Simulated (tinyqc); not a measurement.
MP2 on RHF in the sto-6g basis, for BH3, spin multiplicity 1, step by step. One step of it, computed by the program tinyqc.

Task: Iteration 1: diagonalisation and new density. Diagonalise F' = X^T F X, C = X C', fill 4 alpha and 4 beta electrons from the bottom; D = 2 C_occ C_occ^T. Each column has its largest component positive (the first on a tie).

Fock matrix F (hartree), lower triangle:
```
            1B 1s      1B 2s     1B 2px     1B 2py    1B 2pz      2H 1s      3H 1s      4H 1s
1B 1s   -7.403040
1B 2s   -2.109825  -1.215105
1B 2px  -0.000011  -0.000069  -0.012332
1B 2py   0.000000   0.000000   0.000000  -0.012323
1B 2pz   0.000799   0.006428   0.000002   0.000000  0.182585
2H 1s   -0.559230  -0.632862  -0.280466   0.000000  0.006511  -0.382006
3H 1s   -0.558977  -0.632688   0.140171  -0.242869  0.006509  -0.224529  -0.381850
4H 1s   -0.558977  -0.632688   0.140171   0.242869  0.006509  -0.224529  -0.224428  -0.381850
```

X, lower triangle:
```
            1B 1s      1B 2s     1B 2px     1B 2py    1B 2pz      2H 1s      3H 1s     4H 1s
1B 1s    1.031764
1B 2s   -0.174466   1.428410
1B 2px  -0.000005   0.000105   1.209127
1B 2py   0.000000   0.000000   0.000000   1.209115
1B 2pz   0.000689  -0.007739  -0.000002   0.000000  1.000150
2H 1s    0.024537  -0.343924  -0.361224   0.000000  0.006668   1.270556
3H 1s    0.024536  -0.343773   0.180521  -0.312755  0.006665  -0.018032   1.270403
4H 1s    0.024536  -0.343773   0.180521   0.312755  0.006665  -0.018032  -0.018049  1.270403
```

Give: F' = X^T F X; orbital energies; coefficients C; D after iteration 1.

Result:

F' = X^T F X (hartree), lower triangle:
```
        1       2       3       4      5       6       7      8
1  -7.228
2  -1.095  -0.284
3   0.000   0.000   0.319
4   0.000   0.000   0.000   0.319
5   0.001  -0.005   0.000   0.000  0.183
6  -0.089  -0.425  -0.413   0.000  0.007   0.054
7  -0.089  -0.425   0.207  -0.358  0.007  -0.074   0.054
8  -0.089  -0.425   0.207   0.358  0.007  -0.074  -0.074  0.054
```

orbital energies (hartree): MO1 -7.407, MO2 -0.804, MO3 -0.292, MO4 -0.292, MO5 0.182, MO6 0.604, MO7 0.738, MO8 0.738

coefficients C:
```
           MO1     MO2     MO3     MO4     MO5     MO6     MO7     MO8
1B 1s    0.993  -0.234   0.000   0.000  -0.008  -0.237   0.000   0.000
1B 2s    0.028   0.611   0.000   0.000   0.038   1.432   0.000   0.002
1B 2px   0.000   0.000   0.000   0.431   0.000  -0.001   0.000   1.213
1B 2py   0.000   0.000   0.431   0.000   0.000   0.000   1.213   0.000
1B 2pz   0.000  -0.003   0.000   0.000   0.999  -0.043   0.000   0.000
2H 1s   -0.003   0.253   0.000   0.579  -0.014  -0.749   0.000  -0.950
3H 1s   -0.003   0.253   0.502  -0.290  -0.014  -0.750  -0.822   0.474
4H 1s   -0.003   0.253  -0.502  -0.290  -0.014  -0.750   0.822   0.474
```

D after iteration 1, lower triangle:
```
         1B 1s   1B 2s  1B 2px  1B 2py  1B 2pz   2H 1s   3H 1s  4H 1s
1B 1s    2.081
1B 2s   -0.229   0.748
1B 2px   0.000   0.000   0.372
1B 2py   0.000   0.000   0.000   0.372
1B 2pz   0.001  -0.004   0.000   0.000   0.000
2H 1s   -0.125   0.309   0.500   0.000  -0.002   0.799
3H 1s   -0.125   0.309  -0.250   0.433  -0.002  -0.208   0.799
4H 1s   -0.125   0.309  -0.250  -0.433  -0.002  -0.208  -0.208  0.799
```
